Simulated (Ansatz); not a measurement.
# AlH₃NO radical: geometry optimisation

The task: find the minimum of AlH₃NO radical nearest to the start.

Method: UHF-MP2, frozen core/def2-TZVP; program: Ansatz 0.2.0.

**1. The starting structure**

SMILES `[NH][AlH][OH]`, 6 atoms, charge 0, spin multiplicity 2.

Atoms are counted from 1 here; the program's logs count them from 0.

Bond lengths: N1–Al2 1.807 Å, N1–H4 1.031 Å, Al2–O3 1.720 Å, Al2–H5 1.587 Å, O3–H6 0.970 Å. Angles: Al2–N1–H4 133.1°, N1–Al2–O3 121.3°, N1–Al2–H5 120.9°, O3–Al2–H5 117.1°, Al2–O3–H6 124.1°.

Coordinates:

```csv
atom,x (Å),y (Å),z (Å)
N1,-1.4706,-0.1797,-0.2896
Al2,0.2226,0.4454,-0.2026
O3,1.3607,-0.2092,0.9089
H4,-1.9434,-0.8467,-0.9170
H5,0.6471,1.7610,-0.9823
H6,1.1834,-0.9707,1.4825
```

**2. Relaxation**

input.yaml

```yaml
crystal:
  periodic: [false, false, false]
  atoms:
    - { symbol: "N", position_ang: [-1.470571, -0.179665, -0.289566] }
    - { symbol: Al, position_ang: [0.222637, 0.445366, -0.202587] }
    - { symbol: O, position_ang: [1.36075, -0.209206, 0.908935] }
    - { symbol: H, position_ang: [-1.943354, -0.84672, -0.917] }
    - { symbol: H, position_ang: [0.647104, 1.760955, -0.982276] }
    - { symbol: H, position_ang: [1.183434, -0.970731, 1.482494] }
magnetization:
  spin_polarized: true
  initial_magnetization: 1
basis:
  gaussian: { orbitals: def2-TZVP }
hamiltonian:
  xc: hf
output:
  forces: true
correlation:
  method: mp2
scf:
  omitted_lower_state_checks: [cluster_reference]
relax:
  f_tol: 0.003
  max_steps: 120
```

Command:

```
$ ansatz run input.yaml --threads 1 --pin off --max-ram 2560MiB --backend cpu --events-out ev --progress --plain --runs-dir out
```

What it wrote:

```text
Warning: RAYON_NUM_THREADS=1 ignored (pool sized by the plan → 1); use --threads N
The last accepted step is kept in <dir> (removed where the run ends without a failure and the disk answers)
Engine: ansatz 0.2.0, x86_64-unknown-linux-gnu
Functional definition: HF
  exchange = exact_x
  correlation = 0
these checks for a lower state are left out or cut short: cluster_reference
854 factors; integrals over basis functions are off by at most 3.2e-4 eV
mean field evaluation 1: about -10147.2806 eV, gradient 3.2e1 eV
mean field evaluation 2: about -10147.2817 eV, gradient 3.2e1 eV
mean field evaluation 4: about -10151.7197 eV, gradient 2.8e0 eV
mean field evaluation 8: about -10151.8320 eV, gradient 3.0e-1 eV
mean field evaluation 16: about -10151.7108 eV, gradient 1.0e0 eV
mean field -10151.85891667 eV, -373.0739340105 hartree, gradient 3.2e-6 eV, S^2 0.760880; 4 other end points of the search recorded, 0 dependent functions left out
7 core orbitals not correlated: weight in the atoms' cores, before any rotation towards them, 1.000 or more for the frozen orbitals, at most 0.000 for the correlated occupied ones
reference -10151.85891667 eV, -373.0739340105 hartree; 9, 8 occupied and 101, 102 virtual orbitals, 854 factors
second order -13.13659944 eV of doubles, -0.00000000 eV of singles
the calculation of the forces begins
mean field evaluation 32: about -10151.8589 eV, gradient 3.2e-6 eV
relax step   1: F+E_penalty+E_count = -10164.99551611 eV  Δ(F+E_penalty+E_count) = +0.000e0 eV  max|allowed force component| = 4.675e-1 eV/Å  Δτ_max = 0.0000 Å  (127 SCF iters, accepted)
these checks for a lower state are left out or cut short: starts, cluster_reference, orbital_swaps, neighbouring_geometries, increment
854 factors; integrals over basis functions are off by at most 3.0e-4 eV
mean field -10151.90287823 eV, -373.0755495680 hartree, gradient 2.2e-6 eV, S^2 0.760523; 0 other end points of the search recorded, 0 dependent functions left out
7 core orbitals not correlated: weight in the atoms' cores, before any rotation towards them, 1.000 or more for the frozen orbitals, at most 0.000 for the correlated occupied ones
reference -10151.90287823 eV, -373.0755495680 hartree; 9, 8 occupied and 101, 102 virtual orbitals, 854 factors
second order -13.10917402 eV of doubles, -0.00000000 eV of singles
the calculation of the forces begins
relax step   2: F+E_penalty+E_count = -10165.01205225 eV  Δ(F+E_penalty+E_count) = -1.654e-2 eV  max|allowed force component| = 2.168e-1 eV/Å  Δτ_max = 0.0343 Å  (46 SCF iters, accepted)
these checks for a lower state are left out or cut short: starts, cluster_reference, orbital_swaps, neighbouring_geometries, increment
854 factors; integrals over basis functions are off by at most 3.1e-4 eV
mean field -10151.91327346 eV, -373.0759315858 hartree, gradient 1.3e-6 eV, S^2 0.760498; 0 other end points of the search recorded, 0 dependent functions left out
7 core orbitals not correlated: weight in the atoms' cores, before any rotation towards them, 1.000 or more for the frozen orbitals, at most 0.000 for the correlated occupied ones
reference -10151.91327346 eV, -373.0759315858 hartree; 9, 8 occupied and 101, 102 virtual orbitals, 854 factors
second order -13.10142862 eV of doubles, -0.00000000 eV of singles
the calculation of the forces begins
relax step   3: F+E_penalty+E_count = -10165.01470208 eV  Δ(F+E_penalty+E_count) = -2.650e-3 eV  max|allowed force component| = 1.095e-1 eV/Å  Δτ_max = 0.0085 Å  (48 SCF iters, accepted)
these checks for a lower state are left out or cut short: starts, cluster_reference, orbital_swaps, neighbouring_geometries, increment
854 factors; integrals over basis functions are off by at most 3.1e-4 eV
mean field -10151.91757078 eV, -373.0760895091 hartree, gradient 1.9e-6 eV, S^2 0.760540; 0 other end points of the search recorded, 0 dependent functions left out
7 core orbitals not correlated: weight in the atoms' cores, before any rotation towards them, 1.000 or more for the frozen orbitals, at most 0.000 for the correlated occupied ones
reference -10151.91757078 eV, -373.0760895091 hartree; 9, 8 occupied and 101, 102 virtual orbitals, 854 factors
second order -13.09757650 eV of doubles, -0.00000000 eV of singles
the calculation of the forces begins
relax step   4: F+E_penalty+E_count = -10165.01514728 eV  Δ(F+E_penalty+E_count) = -4.452e-4 eV  max|allowed force component| = 7.142e-2 eV/Å  Δτ_max = 0.0104 Å  (47 SCF iters, accepted)
these checks for a lower state are left out or cut short: starts, cluster_reference, orbital_swaps, neighbouring_geometries, increment
854 factors; integrals over basis functions are off by at most 3.1e-4 eV
mean field evaluation 64: about -10151.9192 eV, gradient 2.2e-5 eV
mean field -10151.91915389 eV, -373.0761476874 hartree, gradient 1.2e-6 eV, S^2 0.760573; 0 other end points of the search recorded, 0 dependent functions left out
7 core orbitals not correlated: weight in the atoms' cores, before any rotation towards them, 1.000 or more for the frozen orbitals, at most 0.000 for the correlated occupied ones
reference -10151.91915389 eV, -373.0761476874 hartree; 9, 8 occupied and 101, 102 virtual orbitals, 854 factors
second order -13.09634915 eV of doubles, -0.00000000 eV of singles
the calculation of the forces begins
relax step   5: F+E_penalty+E_count = -10165.01550304 eV  Δ(F+E_penalty+E_count) = -3.558e-4 eV  max|allowed force component| = 1.129e-2 eV/Å  Δτ_max = 0.0068 Å  (49 SCF iters, accepted)
these checks for a lower state are left out or cut short: starts, cluster_reference, orbital_swaps, neighbouring_geometries, increment
854 factors; integrals over basis functions are off by at most 3.1e-4 eV
mean field -10151.91943753 eV, -373.0761581111 hartree, gradient 1.2e-6 eV, S^2 0.760575; 0 other end points of the search recorded, 0 dependent functions left out
7 core orbitals not correlated: weight in the atoms' cores, before any rotation towards them, 1.000 or more for the frozen orbitals, at most 0.000 for the correlated occupied ones
reference -10151.91943753 eV, -373.0761581111 hartree; 9, 8 occupied and 101, 102 virtual orbitals, 854 factors
second order -13.09608100 eV of doubles, -0.00000000 eV of singles
the calculation of the forces begins
relax step   6: F+E_penalty+E_count = -10165.01551853 eV  Δ(F+E_penalty+E_count) = -1.550e-5 eV  max|allowed force component| = 3.906e-3 eV/Å  Δτ_max = 0.0013 Å  (38 SCF iters, accepted)
these checks for a lower state are left out or cut short: starts, cluster_reference, orbital_swaps, neighbouring_geometries, increment
854 factors; integrals over basis functions are off by at most 3.1e-4 eV
mean field -10151.91963310 eV, -373.0761652982 hartree, gradient 1.6e-6 eV, S^2 0.760575; 0 other end points of the search recorded, 0 dependent functions left out
7 core orbitals not correlated: weight in the atoms' cores, before any rotation towards them, 1.000 or more for the frozen orbitals, at most 0.000 for the correlated occupied ones
reference -10151.91963310 eV, -373.0761652982 hartree; 9, 8 occupied and 101, 102 virtual orbitals, 854 factors
second order -13.09589256 eV of doubles, -0.00000000 eV of singles
the calculation of the forces begins
relax step   7: F+E_penalty+E_count = -10165.01552566 eV  Δ(F+E_penalty+E_count) = -7.129e-6 eV  max|allowed force component| = 3.780e-3 eV/Å  Δτ_max = 0.0013 Å  (38 SCF iters, accepted)
these checks for a lower state are left out or cut short: starts, cluster_reference, orbital_swaps, neighbouring_geometries, increment
854 factors; integrals over basis functions are off by at most 3.1e-4 eV
mean field -10151.91998338 eV, -373.0761781709 hartree, gradient 1.5e-6 eV, S^2 0.760575; 0 other end points of the search recorded, 0 dependent functions left out
7 core orbitals not correlated: weight in the atoms' cores, before any rotation towards them, 1.000 or more for the frozen orbitals, at most 0.000 for the correlated occupied ones
reference -10151.91998338 eV, -373.0761781709 hartree; 9, 8 occupied and 101, 102 virtual orbitals, 854 factors
second order -13.09554628 eV of doubles, -0.00000000 eV of singles
the calculation of the forces begins
relax step   8: F+E_penalty+E_count = -10165.01552966 eV  Δ(F+E_penalty+E_count) = -4.000e-6 eV  max|allowed force component| = 3.133e-3 eV/Å  Δτ_max = 0.0020 Å  (38 SCF iters, accepted)
these checks for a lower state are left out or cut short: starts, cluster_reference, orbital_swaps, neighbouring_geometries, increment
854 factors; integrals over basis functions are off by at most 3.1e-4 eV
mean field evaluation 96: about -10151.9199 eV, gradient 1.9e-5 eV
mean field -10151.91991279 eV, -373.0761755767 hartree, gradient 2.4e-6 eV, S^2 0.760578; 0 other end points of the search recorded, 0 dependent functions left out
7 core orbitals not correlated: weight in the atoms' cores, before any rotation towards them, 1.000 or more for the frozen orbitals, at most 0.000 for the correlated occupied ones
reference -10151.91991279 eV, -373.0761755767 hartree; 9, 8 occupied and 101, 102 virtual orbitals, 854 factors
second order -13.09561841 eV of doubles, -0.00000000 eV of singles
the calculation of the forces begins
relax step   9: F+E_penalty+E_count = -10165.01553121 eV  Δ(F+E_penalty+E_count) = -1.543e-6 eV  max|allowed force component| = 7.491e-4 eV/Å  Δτ_max = 0.0006 Å  (37 SCF iters, accepted)
these checks for a lower state are left out or cut short: cluster_reference
854 factors; integrals over basis functions are off by at most 3.1e-4 eV
mean field evaluation 128: about -10151.2422 eV, gradient 3.3e0 eV
mean field -10151.91991279 eV, -373.0761755767 hartree, gradient 2.4e-6 eV, S^2 0.760578; 5 other end points of the search recorded, 0 dependent functions left out
7 core orbitals not correlated: weight in the atoms' cores, before any rotation towards them, 1.000 or more for the frozen orbitals, at most 0.000 for the correlated occupied ones
reference -10151.91991279 eV, -373.0761755767 hartree; 9, 8 occupied and 101, 102 virtual orbitals, 854 factors
second order -13.09561841 eV of doubles, -0.00000000 eV of singles
the calculation of the forces begins
Total energy: -10165.01553121 eV, -373.5574306768 hartree
Atom 0 at    -1.454909    -0.182477    -0.289989 Å, force     0.000041    -0.000203    -0.000491 eV/Å
Atom 1 at     0.225689     0.456448    -0.188000 Å, force    -0.000749     0.000338    -0.000205 eV/Å
Atom 2 at     1.347790    -0.209405     0.902600 Å, force     0.000717    -0.000051     0.000411 eV/Å
Atom 3 at    -1.922150    -0.837394    -0.905491 Å, force    -0.000081     0.000066     0.000342 eV/Å
Atom 4 at     0.636468     1.739373    -0.982864 Å, force     0.000173     0.000069    -0.000065 eV/Å
Atom 5 at     1.167113    -0.966546     1.463745 Å, force    -0.000101    -0.000218     0.000008 eV/Å
Dipole moment:    -0.123232    -0.370695    -0.107212 e Å
Checks for a lower state left out: cluster_reference
```

Run time: 1.7 min. Hardware: 1 thread of Intel Xeon Platinum 8488C (Sapphire Rapids), shared host; peak memory 0.34 GiB.

The steps of the relaxation:

```csv
step,energy from step 1 (eV),largest force component (eV/Å)
1,0.0000,0.4675
2,-0.0165,0.2168
3,-0.0192,0.1095
4,-0.0196,0.0714
5,-0.0200,0.0113
6,-0.0200,0.0039
7,-0.0200,0.0038
8,-0.0200,0.0031
9,-0.0200,0.0007
```

Distances of close pairs at the start and the end, largest changes first:

```csv
bond,before (Å),after (Å),change (Å)
Al2–H5,1.587,1.564,-0.023
Al2–O3,1.720,1.701,-0.020
N1–H4,1.031,1.013,-0.018
O3–H6,0.970,0.960,-0.010
N1–Al2,1.807,1.801,-0.006
```

**3. Results**

| quantity | value |
| --- | --- |
| energy gained | 0.0200 eV |
| root mean square move | 0.021 Å |
| dipole moment | 1.95 D |

Bond lengths: N1–Al2 1.801 Å, N1–H4 1.013 Å, Al2–O3 1.701 Å, Al2–H5 1.564 Å, O3–H6 0.960 Å. Angles: Al2–N1–H4 134.0°, N1–Al2–O3 120.9°, N1–Al2–H5 120.5°, O3–Al2–H5 118.3°, Al2–O3–H6 124.0°. No frequencies were computed here.
